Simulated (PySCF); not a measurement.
Gas-phase thermal properties of C3H7 (i-propyl)

Computed with PySCF (xtb for GFN2) and rigid-rotor harmonic-oscillator thermochemistry at 1 bar. Table values come from the NASA 1993 polynomials. 6-31G* has spherical d functions here. Open shells (unrestricted): C3H7 (i-propyl) (multiplicity 2). GFN2 has no spin-polarisation term. B3LYP is the form with VWN-RPA correlation. The harmonic model lacks anharmonicity and excited electronic states, which grow with temperature; levels with a mode under 35 cm⁻¹ are left out. Internal rotation in C3H7 (i-propyl) is treated as a harmonic vibration of one conformer, which makes the entropy rough. The table's entry may be an old estimate for C3H7 (i-propyl) (not checked at source).

```csv
level,point group,σ,ZPE (kJ/mol),S°298 (J/mol/K),Cp298 (J/mol/K),S°1000 (J/mol/K),H1000 − H298 (kJ/mol)
table,-,-,-,289.5,66.3,420.4,82.4
B3LYP/6-31G*,Cs,1,232.7,292.6,73.4,431.3,86.8
GFN2-xTB,Cs,1,227.5,301.1,73.5,441.0,87.6
HF/6-31G*,Cs,1,248.2,287.7,70.0,420.1,83.0
PBE/def2-SVP,Cs,1,223.5,294.5,75.9,438.0,89.6
PBE0/def2-TZVP,Cs,1,231.1,293.9,74.2,434.0,87.6
```
σ: rotational symmetry number. Electronic degeneracy used: 2. Frequencies are unscaled.
